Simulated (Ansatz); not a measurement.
PH, singlet in aug-cc-pVDZ: errors against full CI

Geometry: that of the PH⁻, doublet, kept fixed. The triplet lies 1.1 eV lower here.

```
atom   x (Å)   y (Å)   z (Å)
   P  0.0000  0.0000  0.0000
   H  0.0000  0.0000  1.4426
```

Basis aug-cc-pVDZ; Ansatz 0.2.0. Only valence electrons are correlated (noble-gas cores frozen), which leaves 6 electrons in 31 orbitals. R marks a restricted (for open shells ROHF) determinant, U an unrestricted one. Active spaces: valence = (6e, 5o) chosen from the atoms' valence shells.

Full CI is exact within this basis and frozen core; it isn't the basis-set limit. The frozen core follows each run's orbitals, which can shift R against U totals by a few meV.

The determinant fills πx and πy unequally, so it is a mixture of Σ and Δ, which weighs on every level built on one determinant.

* UHF ⟨S²⟩: 1.031
* T1 diagnostic (RCCSD): 0.0115
* largest doubles amplitude (RCCSD): 0.314

| level | E − E(full CI) (meV) | share of correlation (%) | wall time |
| --- | --- | --- | --- |
| RHF | 3974 | 0.00 | – |
| UHF† | 2451 | – | – |
| RMP2 | 1226 | 69.16 | – |
| UMP2† | 176 | – | – |
| CISD | 581 | 85.39 | 0.67 s |
| RCCSD | 358 | 91.00 | – |
| UCCSD*† | -626 | – | – |
| RCCSD(T) | 194 | 95.11 | 0.37 s |
| UCCSD(T)*† | -790 | – | 0.94 s |
| BCCD(T) | 198 | 95.03 | 0.62 s |
| RCCSDT* | 14 | 99.64 | – |
| UCCSDT*† | -1083 | – | – |
| CISDTQ | 26 | 99.36 | 2.9 s (H100) |
| RCCSDT(Q)* | -6 | 100.14 | 1.2 s |
| UCCSDT(Q)*† | -1139 | – | 4.8 s |
| RCCSDTQ* | 0 | 100.00 | 4.7 s (H100) |
| UCCSDTQ*† | -1132 | – | 9 s (H100) |
| CASSCF (valence space) | 2936 | 26.13 | – |
| NEVPT2 (valence space) | 770 | 80.63 | 0.61 s |
| MRCISD (valence space) | 161 | 95.95 | – |
| MRCISD+Q (valence space) | -26 | 100.65 | 0.82 s |

An asterisk marks runs whose energy the program itself flagged as in doubt. A dagger marks rows that describe another state than the reference (another or a broken symmetry, a higher spin or other natural occupations), so the difference holds a gap between states beside the method's error.

The correlation energy at full CI, counted from RHF, is -3.974 eV. That run took 3.4 s on 2 threads of AMD EPYC 7R13 with a shared H100 80 GB, shared host over 5,065,957 determinants.

Times hold each run's SCF and search for its determinant on a shared host, so for small cases they say little of a method's own cost; rows without a card ran on 1 thread of AMD EPYC 7R13.

More than 5 meV below full CI, which no variational method can be: RCCSDT(Q), MRCISD+Q (valence space).

Unrestricted levels hold only the spin's projection, and here they fall towards a lower state of higher spin.

The full-CI state has the irrep A1 of C2v, in the program's axes (one component, if the state is degenerate).

Natural occupations of full CI about the gap: 1.957 1.928 0.994 0.974 0.039 0.024 0.016 0.016 0.010 0.009; effectively unpaired electrons, Σ n²(2−n)², 2.04. No single determinant describes this state well, so single-reference rows can miss without a flag.
